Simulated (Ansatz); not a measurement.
in.yaml

```yaml
crystal:
  periodic: [false, false, false]
  atoms:
    - {symbol: Ga, position_ang: [0.000000, 0.000000, 1.246988]}
    - {symbol: As, position_ang: [0.000000, 0.000000, -1.178426]}
    - {symbol: H, position_ang: [0.000000, 1.376346, 1.995376]}
    - {symbol: H, position_ang: [0.000000, -1.376346, 1.995376]}
    - {symbol: H, position_ang: [0.000000, 1.673600, -1.327783]}
    - {symbol: H, position_ang: [0.000000, -1.673600, -1.327783]}
basis:
  gaussian: {orbitals: cc-pVDZ}
magnetization: {spin_polarized: true, initial_magnetization: 2}
hamiltonian: {xc: {name: wB97M-V}}
output: {orbitals: {seedname: orbitals}}
```

```sh
$ ansatz run in.yaml --threads 1 --pin off --events-out ev --progress --plain --max-ram 2393MiB
```

Question: Roughly how long does this take on 1 thread of Intel Xeon Platinum 8259CL, shared host, and how much host memory?

Answer: 21 s wall and 0.39 GiB.

```
  # Of w^i u^j: cxij and so on, Table III.
  gx(w, u) = 1 - cx + cx01*u + cx10*w
  gss(w, u) = css00 + css04*u^4 + css10*w + css20*w^2 + css43*w^4*u^3
  gos(w, u) = cos00 + cos10*w + (cos20 + cos21*u)*w^2 + (cos60 + cos61*u)*w^6
      + integral(e_c_pw_mod_opposite_spin*gos(b97_w_opposite, b97_u_opposite)) + vv10(b, c)
822 factors; integrals over basis functions are off by at most 1.1e-3 eV
238 factors; integrals over basis functions are off by at most 7.4e-6 eV
mean field evaluation 1: about -113272.0338 eV, gradient 7.1e0 eV
mean field evaluation 2: about -113272.4283 eV, gradient 2.6e0 eV
mean field evaluation 4: about -113272.4829 eV, gradient 1.8e-1 eV
mean field evaluation 8: about -113272.5005 eV, gradient 2.0e-2 eV
mean field evaluation 16: about -113272.5005 eV, gradient 1.2e-5 eV
mean field -113272.50047533 eV, -4162.6876136100 hartree, gradient 1.2e-5 eV, S^2 2.012168; 0 other end points of the search recorded, 0 dependent functions left out
reference -113272.50052013 eV, -4162.6876152564 hartree; 35, 33 occupied and 39, 41 virtual orbitals, 822 factors
Total energy: -113272.50052013 eV, -4162.6876152564 hartree
```
